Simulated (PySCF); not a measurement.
**Telling isomers of C₄H₇N apart by NMR**

Computed data (PySCF 2.14.0 with density-fitted response routines): shieldings: GIAO PBE0/pcSseg-1, spin–spin couplings from B3LYP/pcJ-1 (spin–dipole term left out of most H,H and C,H couplings), coordinates at the PBE0-D3(BJ)/def2-SVP level. No relativistic terms, averaged over atoms made equivalent by symmetry, fast rotation or ring inversion, one conformer, no solvent model.

Shifts are taken against calculated references (same method and geometry level): 1H, 13C against TMS. Multiplet labels drop J under 1 Hz and among equivalent protons, and merge close values. Unscaled 3J(H,H) run several per cent high. Shifts are as computed. Against solution values, carbons near 30 ppm lie about +2 ppm off and those near 130 ppm about +5 ppm. Of 1309 compounds with measured shifts, 239 miss one by over three times the rms of a fit or turn the order of signals round; such compounds aren't used in these exercises. OH and NH positions are gas-phase values without hydrogen bonding to other molecules.

(1) Tabulate the signals of `N[C@@H]1[C@H]2C[C@@H]12`, `N[C@H]1[C@H]2C[C@@H]12` and their relative energies.

(2) What is the quickest way to tell N[C@@H]1[C@H]2C[C@@H]12 from N[C@H]1[C@H]2C[C@@H]12?

## Answers

(1) 
| SMILES | carbon types | δC | δH | E rel. (kcal/mol) |
| --- | --- | --- | --- | --- |
| N[C@@H]1[C@H]2C[C@@H]12 | 3×CH 1×CH2 | 54.8, 20.0, 2.8 | 1.74 (d, 1H), 1.14 (d, 2H), 0.98 (t, 1H), 0.41 (br s, 2H), 0.20 (d, 1H) | 1.3 |
| N[C@H]1[C@H]2C[C@@H]12 | 3×CH 1×CH2 | 55.2, 27.2, 8.6 | 3.50 (q, 1H), 2.19 (d, 1H), 1.54 (t, 2H), 1.41 (qd, 1H), 0.16 (br s, 2H) | 0.0 |

Energies are electronic energies at PBE0/pcSseg-1 on these geometries, without zero-point or thermal terms, each for the one conformer computed, which needn't be the lowest.

(2) Both give the same number of carbon signals, with the same numbers of each carbon type, so the positions decide. The first has a three-membered-ring carbon (CH2) at 20.0 ppm, the second a three-membered-ring carbon (CH2) at 27.2 ppm. Their most deshielded carbons lie at 54.8 and 55.2 ppm. In the proton spectra the most deshielded non-exchanging signals are 1.74 (d, J = 1.4 Hz, 1H) and 3.50 (q, J = 3.0 Hz, 1H).
